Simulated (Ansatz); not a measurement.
in.yaml

```yaml
crystal:
  periodic: [false, false, false]
  atoms:
    - {symbol: Ge, position_ang: [0.000000, 0.000000, 0.000000]}
    - {symbol: F, position_ang: [0.000000, 0.000000, 1.676300]}
basis:
  gaussian: {orbitals: cc-pVDZ}
total_charge: 1
magnetization: {spin_polarized: false, initial_magnetization: 2}
correlation: {method: ccsd, electrons: all, diis_vectors: 1}
```

```sh
$ ansatz run in.yaml --threads 1 --pin off --events-out ev --progress --plain --max-ram 2393MiB
```

The program prints:

```
460 factors; integrals over basis functions are off by at most 9.0e-4 eV
mean field evaluation 1: about -59158.9174 eV, gradient 6.4e1 eV
mean field evaluation 2: about -59158.9212 eV, gradient 6.4e1 eV
mean field evaluation 4: about -59166.9702 eV, gradient 1.1e1 eV
mean field evaluation 8: about -59167.3879 eV, gradient 5.7e-1 eV
mean field evaluation 16: about -59151.0414 eV, gradient 8.3e1 eV
mean field evaluation 32: about -59165.0640 eV, gradient 4.1e0 eV
mean field evaluation 64: about -59165.2144 eV, gradient 1.1e0 eV
mean field evaluation 96: about -59167.3942 eV, gradient 3.7e-1 eV
mean field evaluation 128: about -59165.1302 eV, gradient 2.1e0 eV
mean field evaluation 160: about -59161.1114 eV, gradient 2.1e1 eV
...
cycle   3  -7.01234488 eV  change   -5.6e-4 eV  update   8.3e-4
cycle   4  -7.01238285 eV  change   -3.8e-5 eV  update   4.6e-4
cycle   5  -7.01264362 eV  change   -2.6e-4 eV  update   3.4e-4
cycle   6  -7.01273275 eV  change   -8.9e-5 eV  update   2.4e-4
cycle   7  -7.01302610 eV  change   -2.9e-4 eV  update   1.7e-4
cycle   8  -7.01295654 eV  change    7.0e-5 eV  update   1.0e-4
cycle   9  -7.01304215 eV  change   -8.6e-5 eV  update   7.1e-5
cycle  10  -7.01304704 eV  change   -4.9e-6 eV  update   5.0e-5
cycle  11  -7.01311613 eV  change   -6.9e-5 eV  update   3.6e-5
cycle  12  -7.01309620 eV  change    2.0e-5 eV  update   2.2e-5
Total energy: -59174.40479945 eV, -2174.6192665275 hartree
```

Ran on 1 thread of Arm Neoverse V2, shared host: 7.5 s wall, 0.16 GiB peak host memory.
